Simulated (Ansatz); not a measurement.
# AlH4 (doublet): from Hartree-Fock to the top rungs at distance Al1–H4 along a hydrogen transfer = 2.062 Å, cc-pVDZ

How much of the correlation energy of AlH4 (doublet) does each wave-function method recover here?

The runs use Ansatz 0.2.0, Gaussian basis; cc-pVDZ, core rule «outside noble gas», up to 5 orbitals frozen.

The runs, in order: UHF; CCSD(T) on ROHF; CCSD(T) on UHF; BCCD(T) on ROHF; CISD; CCSDT(Q) on ROHF; CCSDT(Q) on UHF; CCSDTQ on ROHF; CCSDTQ on UHF; CASSCF and MRCISD+Q, 3 electrons in 3 orbitals; CASSCF and NEVPT2, 3 electrons in 3 orbitals; CASSCF and MRCISD+Q, 7 electrons in 8 orbitals; CASSCF and NEVPT2, 7 electrons in 8 orbitals; Full CI.

8 further runs of the same task are left out: 8 for a known fault of the program.

**1. The geometry**

The geometry derives from fragments relaxed apart (PBE0/def2-TZVP) and kept rigid, so it is no stationary point. A hydrogen atom is moved between rigid fragments.

5 atoms, charge 0, spin multiplicity 2.

Atoms are counted from 1 here; the program's logs count them from 0.

Bond lengths: Al1–H2 1.586 Å, Al1–H3 1.586 Å. Angles: H2–Al1–H3 120.0°.

**2. UHF**

Contents of in.yaml:

```yaml
crystal:
  periodic: [false, false, false]
  atoms:
    - {symbol: Al, position_ang: [-0.112878, 0.000000, 0.000000]}
    - {symbol: H, position_ang: [-0.905802, 1.373384, 0.000000]}
    - {symbol: H, position_ang: [-0.905802, -1.373384, 0.000000]}
    - {symbol: H, position_ang: [1.949122, 0.000000, 0.000000]}
    - {symbol: H, position_ang: [2.884122, 0.000000, 0.000000]}
basis:
  gaussian: {orbitals: cc-pVDZ}
magnetization: {spin_polarized: true, initial_magnetization: 1}
hamiltonian: {xc: hf}
output: {orbitals: {seedname: orbitals}}
```

Command:

```sh
$ ansatz run in.yaml --threads 1 --pin off --events-out ev --progress --plain --max-ram 2816MiB --backend cpu
```

Further steps of the session: CCSD(T) on ROHF; CCSD(T) on UHF; BCCD(T) on ROHF; CISD; CCSDT(Q) on ROHF; CCSDT(Q) on UHF; CCSDTQ on ROHF; CCSDTQ on UHF; CASSCF and MRCISD+Q, 3 electrons in 3 orbitals; CASSCF and NEVPT2, 3 electrons in 3 orbitals; CASSCF and MRCISD+Q, 7 electrons in 8 orbitals; CASSCF and NEVPT2, 7 electrons in 8 orbitals; Full CI.

Q: Predict the results of all the runs planned. Wanted: FCI below the RHF energy; RMP2 from FCI; UMP2 from FCI; RCCSD from FCI; RCCSD(T) from FCI; UCCSD(T) from FCI; RCCSDT(Q) from FCI; UCCSDT(Q) from FCI; NEVPT2 pair from FCI.

The runs gave:

| quantity | value |
| --- | --- |
| FCI below the RHF energy | -3.3590 eV |
| RMP2 from FCI | +867.0 meV |
| UMP2 from FCI | +868.5 meV |
| RCCSD from FCI | +61.3 meV |
| RCCSD(T) from FCI | +17.0 meV |
| UCCSD(T) from FCI | +17.6 meV |
| RCCSDT(Q) from FCI | +0.3 meV |
| UCCSDT(Q) from FCI | +0.1 meV |
| NEVPT2 pair from FCI | +759.5 meV |
| MRCISD+Q pair from FCI | -11.0 meV |
| NEVPT2 valence from FCI | +609.3 meV |
| levels within 1 kcal/mol (43 meV) | RCCSD(T), UCCSD(T), BCCD(T), RCCSDT, UCCSDT, RCCSDT(Q), UCCSDT(Q), RCCSDTQ, UCCSDTQ, MRCISD+Q pair, MRCISD+Q valence |
| T1 diagnostic | 0.023 |
| effectively unpaired electrons | 1.04 |

RCCSD(T) misses by +17.0 meV, 0.5 % of the correlation energy. MRCISD+Q pair falls below full CI: the +Q correction isn't variational, and the cores differ from full CI's. One determinant dominates. Of the multireference levels listed MRCISD+Q valence comes nearest in total energy (+5.5 meV), which doesn't show that its space is the better one. These misses are within one basis, not against nature; the frozen cores of restricted and unrestricted runs differ, which can shift their rows.
